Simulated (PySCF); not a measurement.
## Li: electron affinity

Li⁻ [He] 2s2 (1S) → Li [He] 2s1 (2S), as a difference of total energies. Computed with PySCF 2.14 in aug-cc-pVDZ (4s3p2d, 23 functions), with no relativity, point nucleus. Correlated levels: valence: 1s2 frozen. The calculations carry no spin-orbit coupling.

```
           method  electron affinity (eV)  error (eV)
              UHF                  -0.137      -0.755
    MP2 (valence)                   0.299      -0.319
SCS-MP2 (valence)                   0.387      -0.231
   CCSD (valence)                   0.592      -0.026
```

Reference: 0.618 eV (measured; photodetachment measurements, as compiled on the Wikipedia data page of electron affinities).

Errors of the correlated levels include the incompleteness of this basis and the frozen core.

A negative affinity means that the anion lies above the atom at that level of theory.

With two correlated electrons CCSD is exact in that space.

The coupled-cluster amplitudes are large for Li⁻ (T1 above 0.03 or a double amplitude above 0.15), so a single reference is strained.
